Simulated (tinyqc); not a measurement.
ROHF in the sto-3g basis, for H2O, spin multiplicity 3, step by step (part 1 of 2). This run ends on a higher stationary point, not on the lowest solution. Computed by tinyqc, a small Python program that keeps every step (integrals from PySCF). Settings: charge = 0, multiplicity = 3, basis = sto-3g, energy threshold = 1e-08, iteration cap = 70, orthogonalisation = symmetric, start = Wolfsberg-Helmholz matrix, DIIS depth = 6, method = ROHF. Command: `OMP_NUM_THREADS=1 python tinyqc.py 23937 23938 out.jsonl` (the two numbers bound the seeds that draw the settings). One thread of a shared host (Intel(R) Xeon(R) Processor @ 2.60GHz), about 0.06 s of CPU time with the checks. Later iterations appear only in the table of the cycle.

## One-electron integrals

Geometry (angstrom):
```
atom        x         y        z
O     0.00000   0.00000  0.00000
H     0.00000   0.84200  0.74500
H     0.00000  -0.84200  0.74500
```

Basis sto-3g: exponents (1/bohr^2) and contraction coefficients of normalised primitives:
```
element  l (shell)   exponent  coefficient
O            s (1)  130.70932      0.15433
O            s (1)   23.80886      0.53533
O            s (1)    6.44361      0.44463
O            s (2)    5.03315     -0.09997
O            s (2)    1.16960      0.39951
O            s (2)    0.38039      0.70012
O            p (3)    5.03315      0.15592
O            p (3)    1.16960      0.60768
O            p (3)    0.38039      0.39196
H            s (1)    3.42525      0.15433
H            s (1)    0.62391      0.53533
H            s (1)    0.16886      0.44463
```

Overlap, kinetic and nuclear-attraction integrals over the contracted functions; the nuclear repulsion is the sum of Za Zb / Rab.

nuclear repulsion = 7.8451831 hartree

overlap S, lower triangle:
```
          1O 1s    1O 2s   1O 2px    1O 2py   1O 2pz    2H 1s    3H 1s
1O 1s   1.00000
1O 2s   0.23670  1.00000
1O 2px  0.00000  0.00000  1.00000
1O 2py  0.00000  0.00000  0.00000   1.00000
1O 2pz  0.00000  0.00000  0.00000   0.00000  1.00000
2H 1s   0.03625  0.37215  0.00000   0.24815  0.21956  1.00000
3H 1s   0.03625  0.37215  0.00000  -0.24815  0.21956  0.19597  1.00000
```

kinetic energy T (hartree), lower triangle:
```
           1O 1s    1O 2s   1O 2px    1O 2py   1O 2pz     2H 1s    3H 1s
1O 1s   29.00320
1O 2s   -0.16801  0.80813
1O 2px   0.00000  0.00000  2.52873
1O 2py   0.00000  0.00000  0.00000   2.52873
1O 2pz   0.00000  0.00000  0.00000   0.00000  2.52873
2H 1s   -0.00873  0.06259  0.00000   0.12925  0.11436   0.76003
3H 1s   -0.00873  0.06259  0.00000  -0.12925  0.11436  -0.00195  0.76003
```

nuclear attraction V (hartree), lower triangle:
```
            1O 1s     1O 2s    1O 2px    1O 2py    1O 2pz     2H 1s     3H 1s
1O 1s   -61.55982
1O 2s    -7.40590  -9.98916
1O 2px    0.00000   0.00000  -9.85921
1O 2py    0.00000   0.00000   0.00000  -9.95469
1O 2pz   -0.01491  -0.18303   0.00000   0.00000  -9.93396
2H 1s    -1.16127  -2.84879   0.00000  -1.66716  -1.52686  -5.23484
3H 1s    -1.16127  -2.84879   0.00000   1.66716  -1.52686  -1.11945  -5.23484
```

core Hamiltonian H = T + V (hartree), lower triangle:
```
            1O 1s     1O 2s    1O 2px    1O 2py    1O 2pz     2H 1s     3H 1s
1O 1s   -32.55662
1O 2s    -7.57392  -9.18103
1O 2px    0.00000   0.00000  -7.33048
1O 2py    0.00000   0.00000   0.00000  -7.42596
1O 2pz   -0.01491  -0.18303   0.00000   0.00000  -7.40523
2H 1s    -1.17000  -2.78620   0.00000  -1.53791  -1.41250  -4.47481
3H 1s    -1.17000  -2.78620   0.00000   1.53791  -1.41250  -1.12139  -4.47481
```

## Two-electron integrals

Functions are numbered as in S; the eight-fold symmetry (ij|kl) = (ji|kl) = (kl|ij) leaves the list below.

Two-electron integrals (ij|kl) in chemists' order, unique and non-zero (hartree):
```
(11|11) 4.78507    (21|11) 0.74138    (21|21) 0.13687    (22|11) 1.11895
(22|21) 0.25663    (22|22) 0.81721    (31|31) 0.02448    (32|31) 0.03781
(32|32) 0.18052    (33|11) 1.11581    (33|21) 0.25668    (33|22) 0.81702
(33|33) 0.88016    (41|41) 0.02448    (42|41) 0.03781    (42|42) 0.18052
(43|43) 0.04744    (44|11) 1.11581    (44|21) 0.25668    (44|22) 0.81702
(44|33) 0.78527    (44|44) 0.88016    (51|51) 0.02448    (52|51) 0.03781
(52|52) 0.18052    (53|53) 0.04744    (54|54) 0.04744    (55|11) 1.11581
(55|21) 0.25668    (55|22) 0.81702    (55|33) 0.78527    (55|44) 0.78527
(55|55) 0.88016    (61|11) 0.11491    (61|21) 0.02105    (61|22) 0.03928
(61|33) 0.03920    (61|41) 0.00072    (61|42) 0.00136    (61|44) 0.03933
(61|51) 0.00064    (61|52) 0.00120    (61|54) 0.00012    (61|55) 0.03930
(61|61) 0.00328    (62|11) 0.29975    (62|21) 0.06970    (62|22) 0.24821
(62|33) 0.24384    (62|41) 0.00392    (62|42) 0.03089    (62|44) 0.25106
(62|51) 0.00347    (62|52) 0.02733    (62|54) 0.00638    (62|55) 0.24949
(62|61) 0.01095    (62|62) 0.09598    (63|31) 0.00704    (63|32) 0.04190
(63|43) 0.00630    (63|53) 0.00557    (63|63) 0.01317    (64|11) 0.16811
(64|21) 0.03957    (64|22) 0.15046    (64|33) 0.14375    (64|41) 0.00898
(64|42) 0.05948    (64|44) 0.16047    (64|51) 0.00172    (64|52) 0.01555
(64|54) 0.00923    (64|55) 0.14698    (64|61) 0.00647    (64|62) 0.07071
(64|64) 0.06468    (65|11) 0.14875    (65|21) 0.03501    (65|22) 0.13312
(65|33) 0.12719    (65|41) 0.00172    (65|42) 0.01555    (65|44) 0.13084
(65|51) 0.00856    (65|52) 0.05566    (65|54) 0.00953    (65|55) 0.14119
(65|61) 0.00572    (65|62) 0.06257    (65|64) 0.04557    (65|65) 0.05349
(66|11) 0.46149    (66|21) 0.10903    (66|22) 0.44696    (66|33) 0.42952
(66|41) 0.00746    (66|42) 0.08244    (66|44) 0.45856    (66|51) 0.00660
(66|52) 0.07294    (66|54) 0.02569    (66|55) 0.45225    (66|61) 0.01725
(66|62) 0.22462    (66|64) 0.18885    (66|65) 0.16710    (66|66) 0.77461
(71|11) 0.11491    (71|21) 0.02105    (71|22) 0.03928    (71|33) 0.03920
(71|41) -0.00072   (71|42) -0.00136   (71|44) 0.03933    (71|51) 0.00064
(71|52) 0.00120    (71|54) -0.00012   (71|55) 0.03930    (71|61) 0.00323
(71|62) 0.01063    (71|64) 0.00578    (71|65) 0.00557    (71|66) 0.01662
(71|71) 0.00328    (72|11) 0.29975    (72|21) 0.06970    (72|22) 0.24821
(72|33) 0.24384    (72|41) -0.00392   (72|42) -0.03089   (72|44) 0.25106
(72|51) 0.00347    (72|52) 0.02733    (72|54) -0.00638   (72|55) 0.24949
(72|61) 0.01063    (72|62) 0.07760    (72|64) 0.03959    (72|65) 0.04923
(72|66) 0.14808    (72|71) 0.01095    (72|72) 0.09598    (73|31) 0.00704
(73|32) 0.04190    (73|43) -0.00630   (73|53) 0.00557    (73|63) 0.01030
(73|73) 0.01317    (74|11) -0.16811   (74|21) -0.03957   (74|22) -0.15046
(74|33) -0.14375   (74|41) 0.00898    (74|42) 0.05948    (74|44) -0.16047
(74|51) -0.00172   (74|52) -0.01555   (74|54) 0.00923    (74|55) -0.14698
(74|61) -0.00578   (74|62) -0.03959   (74|64) -0.01034   (74|65) -0.02461
(74|66) -0.06835   (74|71) -0.00647   (74|72) -0.07071   (74|74) 0.06468
(75|11) 0.14875    (75|21) 0.03501    (75|22) 0.13312    (75|33) 0.12719
(75|41) -0.00172   (75|42) -0.01555   (75|44) 0.13084    (75|51) 0.00856
(75|52) 0.05566    (75|54) -0.00953   (75|55) 0.14119    (75|61) 0.00557
(75|62) 0.04923    (75|64) 0.02461    (75|65) 0.04107    (75|66) 0.10260
(75|71) 0.00572    (75|72) 0.06257    (75|74) -0.04557   (75|75) 0.05349
(76|11) 0.10982    (76|21) 0.02581    (76|22) 0.10081    (76|33) 0.09824
(76|44) 0.10001    (76|51) 0.00194    (76|52) 0.01864    (76|55) 0.10406
(76|61) 0.00402    (76|62) 0.03969    (76|64) 0.02537    (76|65) 0.02909
(76|66) 0.09983    (76|71) 0.00402    (76|72) 0.03969    (76|74) -0.02537
(76|75) 0.02909    (76|76) 0.02097    (77|11) 0.46149    (77|21) 0.10903
(77|22) 0.44696    (77|33) 0.42952    (77|41) -0.00746   (77|42) -0.08244
(77|44) 0.45856    (77|51) 0.00660    (77|52) 0.07294    (77|54) -0.02569
(77|55) 0.45225    (77|61) 0.01662    (77|62) 0.14808    (77|64) 0.06835
(77|65) 0.10260    (77|66) 0.31092    (77|71) 0.01725    (77|72) 0.22462
(77|74) -0.18885   (77|75) 0.16710    (77|76) 0.09983    (77|77) 0.77461
```

## Orthogonalisation

S = U s U^T; symmetric (Loewdin) form X = U s^(-1/2) U^T, so that X^T S X = 1.

eigenvalues of S: 0.44946  0.53766  0.88068  1.00000  1.10860  1.26638  1.75723

X, lower triangle:
```
           1O 1s     1O 2s   1O 2px    1O 2py    1O 2pz     2H 1s    3H 1s
1O 1s    1.02352
1O 2s   -0.13573   1.14509
1O 2px   0.00000   0.00000  1.00000
1O 2py   0.00000   0.00000  0.00000   1.06232
1O 2pz  -0.00749   0.07100  0.00000   0.00000   1.04092
2H 1s    0.01825  -0.20957  0.00000  -0.16181  -0.12126   1.12095
3H 1s    0.01825  -0.20957  0.00000   0.16181  -0.12126  -0.06915  1.12095
```

## Starting guess

The start is the generalised Wolfsberg-Helmholz matrix (K = 1.75) built on H; D(s) = C_occ C_occ^T for each spin.

D(alpha) at the start, lower triangle:
```
           1O 1s     1O 2s   1O 2px    1O 2py   1O 2pz     2H 1s    3H 1s
1O 1s    1.03529
1O 2s   -0.14807   0.66392
1O 2px   0.00000   0.00000  1.00000
1O 2py   0.00000   0.00000  0.00000   1.18088
1O 2pz   0.05015  -0.18423  0.00000   0.00000  0.91623
2H 1s   -0.06437   0.17480  0.00000  -0.36446  0.06455   0.79585
3H 1s   -0.06437   0.17480  0.00000   0.36446  0.06455  -0.67285  0.79585
```

D(beta) at the start, lower triangle:
```
           1O 1s     1O 2s   1O 2px    1O 2py   1O 2pz    2H 1s    3H 1s
1O 1s    1.03529
1O 2s   -0.14807   0.66392
1O 2px   0.00000   0.00000  0.00000
1O 2py   0.00000   0.00000  0.00000   0.78508
1O 2pz   0.05015  -0.18423  0.00000   0.00000  0.91623
2H 1s   -0.06437   0.17480  0.00000   0.16222  0.06455  0.09502
3H 1s   -0.06437   0.17480  0.00000  -0.16222  0.06455  0.02798  0.09502
```

## Iteration 1: building the Fock matrix

J_ij = sum D_kl (ij|kl) with D = D(alpha) + D(beta), K_ij = sum D_kl (ik|jl) for each spin; F = H + J - K(s); E = tr D H + tr D J / 2 - 0.5 sum_s tr D(s) K(s) + E_nn.

Coulomb J (hartree), lower triangle:
```
           1O 1s    1O 2s   1O 2px    1O 2py   1O 2pz    2H 1s    3H 1s
1O 1s   17.29005
1O 2s    3.26013  8.11065
1O 2px   0.00000  0.00000  8.01495
1O 2py   0.00000  0.00000  0.00000   8.15444
1O 2pz  -0.00613  0.03424  0.00000   0.00000  8.13939
2H 1s    0.50175  2.46501  0.00000   1.50004  1.34189  4.64759
3H 1s    0.50175  2.46501  0.00000  -1.50004  1.34189  1.01691  4.64759
```

exchange K(alpha) (hartree), lower triangle:
```
          1O 1s     1O 2s   1O 2px    1O 2py   1O 2pz    2H 1s    3H 1s
1O 1s   4.88615
1O 2s   0.86574   1.33332
1O 2px  0.00000   0.00000  1.14050
1O 2py  0.00000   0.00000  0.00000   1.18884
1O 2pz  0.00282  -0.06112  0.00000   0.00000  1.13304
2H 1s   0.13512   0.47761  0.00000   0.24439  0.23694  0.67460
3H 1s   0.13512   0.47761  0.00000  -0.24439  0.23694  0.11676  0.67460
```

exchange K(beta) (hartree), lower triangle:
```
          1O 1s     1O 2s   1O 2px    1O 2py   1O 2pz    2H 1s    3H 1s
1O 1s   4.85345
1O 2s   0.81809   1.12067
1O 2px  0.00000   0.00000  0.25080
1O 2py  0.00000   0.00000  0.00000   1.02595
1O 2pz  0.00453  -0.05671  0.00000   0.00000  1.06948
2H 1s   0.12838   0.41834  0.00000   0.25824  0.20708  0.39039
3H 1s   0.12838   0.41834  0.00000  -0.25824  0.20708  0.15796  0.39039
```

F(alpha) (hartree), lower triangle:
```
            1O 1s     1O 2s    1O 2px    1O 2py    1O 2pz     2H 1s     3H 1s
1O 1s   -20.15273
1O 2s    -5.17952  -2.40370
1O 2px    0.00000   0.00000  -0.45602
1O 2py    0.00000   0.00000   0.00000  -0.46036
1O 2pz   -0.02387  -0.08767   0.00000   0.00000  -0.39888
2H 1s    -0.80337  -0.79880   0.00000  -0.28226  -0.30755  -0.50182
3H 1s    -0.80337  -0.79880   0.00000   0.28226  -0.30755  -0.22125  -0.50182
```

F(beta) (hartree), lower triangle:
```
            1O 1s     1O 2s   1O 2px    1O 2py    1O 2pz     2H 1s     3H 1s
1O 1s   -20.12002
1O 2s    -5.13187  -2.19104
1O 2px    0.00000   0.00000  0.43368
1O 2py    0.00000   0.00000  0.00000  -0.29747
1O 2pz   -0.02558  -0.09208  0.00000   0.00000  -0.33532
2H 1s    -0.79663  -0.73952  0.00000  -0.29611  -0.27769  -0.21761
3H 1s    -0.79663  -0.73952  0.00000   0.29611  -0.27769  -0.26245  -0.21761
```

total energy of this density = -74.3931959 hartree

## Iteration 1: Roothaan effective Fock matrix

With projectors Pc = D(beta) S, Po = (D(alpha) - D(beta)) S, Pv = 1 - D(alpha) S, the block xy is Px^T F Py; with Fc = (F(alpha) + F(beta))/2, the blocks are Fc for cc, oo, vv and cv, F(beta) for co and F(alpha) for ov.

effective F (hartree), lower triangle:
```
            1O 1s     1O 2s    1O 2px    1O 2py    1O 2pz     2H 1s     3H 1s
1O 1s   -20.13637
1O 2s    -5.15570  -2.29737
1O 2px    0.00000   0.00000  -0.01117
1O 2py    0.00000   0.00000   0.00000  -0.37716
1O 2pz   -0.02472  -0.08987   0.00000   0.00000  -0.36710
2H 1s    -0.80000  -0.76916   0.00000  -0.29097  -0.29262  -0.36131
3H 1s    -0.80000  -0.76916   0.00000   0.29097  -0.29262  -0.24025  -0.36131
```

## Iteration 1: diagonalisation and new density

Diagonalise F' = X^T F X, C = X C', fill 6 alpha and 4 beta electrons from the bottom; D(s) = C_occ C_occ^T. Each column has its largest component positive (the first on a tie).

F' = X^T F X (hartree), lower triangle:
```
           1         2         3         4         5         6         7
1  -19.75670
2   -2.70883  -1.18481
3    0.00000   0.00000  -0.01117
4    0.00000   0.00000   0.00000  -0.23191
5   -0.05166   0.06523   0.00000   0.00000  -0.26425
6   -0.07566  -0.41439   0.00000  -0.29496  -0.25055  -0.01129
7   -0.07566  -0.41439   0.00000   0.29496  -0.25055  -0.04421  -0.01129
```

orbital energies (hartree): MO1 -20.14561, MO2 -1.11652, MO3 -0.53715, MO4 -0.42487, MO5 -0.01117, MO6 0.33816, MO7 0.42573

coefficients C:
```
             MO1       MO2       MO3       MO4      MO5       MO6       MO7
1O 1s    0.99414  -0.23213   0.00000   0.09017  0.00000   0.00000   0.12812
1O 2s    0.02526   0.84749   0.00000  -0.42108  0.00000   0.00000  -0.72551
1O 2px   0.00000   0.00000   0.00000   0.00000  1.00000   0.00000   0.00000
1O 2py   0.00000   0.00000   0.72218   0.00000  0.00000   0.81200   0.00000
1O 2pz   0.00340   0.11623   0.00000   0.83715  0.00000   0.00000  -0.63537
2H 1s   -0.00488   0.17569   0.36636   0.21064  0.00000  -0.77468   0.73269
3H 1s   -0.00488   0.17569  -0.36636   0.21064  0.00000   0.77468   0.73269
```

D(alpha) after iteration 1, lower triangle:
```
           1O 1s     1O 2s   1O 2px    1O 2py   1O 2pz     2H 1s    3H 1s
1O 1s    1.05032
1O 2s   -0.20958   0.89618
1O 2px   0.00000   0.00000  1.00000
1O 2py   0.00000   0.00000  0.00000   1.18088
1O 2pz   0.05188  -0.25392  0.00000   0.00000  0.71434
2H 1s   -0.02665   0.06008  0.00000  -0.36446  0.19674   0.80961
3H 1s   -0.02665   0.06008  0.00000   0.36446  0.19674  -0.65909  0.80961
```

D(beta) after iteration 1, lower triangle:
```
           1O 1s     1O 2s   1O 2px    1O 2py   1O 2pz     2H 1s    3H 1s
1O 1s    1.05032
1O 2s   -0.20958   0.89618
1O 2px   0.00000   0.00000  0.00000
1O 2py   0.00000   0.00000  0.00000   0.52154
1O 2pz   0.05188  -0.25392  0.00000   0.00000  0.71434
2H 1s   -0.02665   0.06008  0.00000   0.26458  0.19674   0.20948
3H 1s   -0.02665   0.06008  0.00000  -0.26458  0.19674  -0.05896  0.20948
```

## Iteration 2: building the Fock matrix

As before.

Coulomb J (hartree), lower triangle:
```
           1O 1s    1O 2s   1O 2px    1O 2py   1O 2pz    2H 1s    3H 1s
1O 1s   17.11470
1O 2s    3.21648  8.00187
1O 2px   0.00000  0.00000  7.91802
1O 2py   0.00000  0.00000  0.00000   8.04383
1O 2pz  -0.00833  0.04067  0.00000   0.00000  8.02011
2H 1s    0.49502  2.44496  0.00000   1.49225  1.33774  4.67244
3H 1s    0.49502  2.44496  0.00000  -1.49225  1.33774  1.01561  4.67244
```

exchange K(alpha) (hartree), lower triangle:
```
          1O 1s     1O 2s   1O 2px    1O 2py   1O 2pz    2H 1s    3H 1s
1O 1s   4.90194
1O 2s   0.85264   1.37301
1O 2px  0.00000   0.00000  1.15399
1O 2py  0.00000   0.00000  0.00000   1.19735
1O 2pz  0.00020  -0.08028  0.00000   0.00000  1.04600
2H 1s   0.13620   0.46277  0.00000   0.24290  0.26129  0.68262
3H 1s   0.13620   0.46277  0.00000  -0.24290  0.26129  0.11900  0.68262
```

exchange K(beta) (hartree), lower triangle:
```
          1O 1s     1O 2s   1O 2px    1O 2py   1O 2pz    2H 1s    3H 1s
1O 1s   4.86308
1O 2s   0.79617   1.12913
1O 2px  0.00000   0.00000  0.25494
1O 2py  0.00000   0.00000  0.00000   0.88331
1O 2pz  0.00232  -0.06870  0.00000   0.00000  0.97634
2H 1s   0.12799   0.40715  0.00000   0.27963  0.24027  0.47485
3H 1s   0.12799   0.40715  0.00000  -0.27963  0.24027  0.14080  0.47485
```

F(alpha) (hartree), lower triangle:
```
            1O 1s     1O 2s    1O 2px    1O 2py    1O 2pz     2H 1s     3H 1s
1O 1s   -20.34386
1O 2s    -5.21008  -2.55217
1O 2px    0.00000   0.00000  -0.56644
1O 2py    0.00000   0.00000   0.00000  -0.57948
1O 2pz   -0.02344  -0.06207   0.00000   0.00000  -0.43112
2H 1s    -0.81118  -0.80401   0.00000  -0.28856  -0.33606  -0.48498
3H 1s    -0.81118  -0.80401   0.00000   0.28856  -0.33606  -0.22478  -0.48498
```

F(beta) (hartree), lower triangle:
```
            1O 1s     1O 2s   1O 2px    1O 2py    1O 2pz     2H 1s     3H 1s
1O 1s   -20.30500
1O 2s    -5.15361  -2.30830
1O 2px    0.00000   0.00000  0.33260
1O 2py    0.00000   0.00000  0.00000  -0.26544
1O 2pz   -0.02556  -0.07366  0.00000   0.00000  -0.36147
2H 1s    -0.80297  -0.74839  0.00000  -0.32529  -0.31503  -0.27721
3H 1s    -0.80297  -0.74839  0.00000   0.32529  -0.31503  -0.24659  -0.27721
```

total energy of this density = -74.5972456 hartree

## Iteration 2: Roothaan effective Fock matrix

As before.

effective F (hartree), lower triangle:
```
            1O 1s     1O 2s    1O 2px    1O 2py    1O 2pz     2H 1s     3H 1s
1O 1s   -20.32443
1O 2s    -5.18185  -2.43023
1O 2px    0.00000   0.00000  -0.11692
1O 2py    0.00000   0.00000   0.00000  -0.39421
1O 2pz   -0.02450  -0.06787   0.00000   0.00000  -0.39629
2H 1s    -0.80708  -0.77620   0.00000  -0.31344  -0.32554  -0.39569
3H 1s    -0.80708  -0.77620   0.00000   0.31344  -0.32554  -0.22110  -0.39569
```

## Iteration 2: DIIS over 2 matrices

error matrix X^T (FDS - SDF) X:
```
          1         2        3         4         5         6         7
1   0.00000  -0.01211  0.00000   0.00000  -0.02667   0.02824   0.02824
2   0.01211   0.00000  0.00000   0.00000   0.10084  -0.08549  -0.08549
3   0.00000   0.00000  0.00000   0.00000   0.00000   0.00000   0.00000
4   0.00000   0.00000  0.00000   0.00000   0.00000   0.02274  -0.02274
5   0.02667  -0.10084  0.00000   0.00000   0.00000   0.04691   0.04691
6  -0.02824   0.08549  0.00000  -0.02274  -0.04691   0.00000   0.00000
7  -0.02824   0.08549  0.00000   0.02274  -0.04691   0.00000   0.00000
```

B (overlaps of the stored error matrices):
```
               1              2
1  1.0220928e+00  1.9579787e-01
2  1.9579787e-01  6.5346341e-02
```

Minimise |sum c_i e_i|^2 with sum c_i = 1: solve [B -1; -1 0][c; lambda] = [0; -1] with B_ij = tr e_i^T e_j, and take F = sum c_i F_i.

DIIS coefficients: -0.18747  1.18747

extrapolated F (hartree), lower triangle:
```
            1O 1s     1O 2s    1O 2px    1O 2py    1O 2pz     2H 1s     3H 1s
1O 1s   -20.35969
1O 2s    -5.18675  -2.45514
1O 2px    0.00000   0.00000  -0.13674
1O 2py    0.00000   0.00000   0.00000  -0.39741
1O 2pz   -0.02446  -0.06374   0.00000   0.00000  -0.40177
2H 1s    -0.80841  -0.77752   0.00000  -0.31766  -0.33172  -0.40213
3H 1s    -0.80841  -0.77752   0.00000   0.31766  -0.33172  -0.21751  -0.40213
```
